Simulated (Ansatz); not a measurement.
hcp Zn was calculated with LDA in Ansatz (plane waves, PAW).

A relaxed, unreconstructed slab of the (11-20) face has 20 atoms, two equal faces of 21.275 Å² each and an energy of -64921.6412 eV. A bulk cell of 4 atoms with the same orientation and in-plane k mesh has -12985.0340 eV. Energies are extrapolated to zero smearing.

Numerical settings: plane-wave cutoff 500 eV, 12×12×1 k mesh (along the axes of the cell as run), Fermi–Dirac smearing 0.1 eV, scalar-relativistic PAW data made under PBE.

Worked out: γ = (E_slab − N E_bulk per atom)/2A = [-64921.6412 − 20 × (-12985.0340/4)]/(2 × 21.275) = 0.0829 eV/Å². With 16.022 J/m² per eV/Å² this is 1.33 J/m², or 1.76 eV per surface cell and face.

Ansatz is a first-principles code.
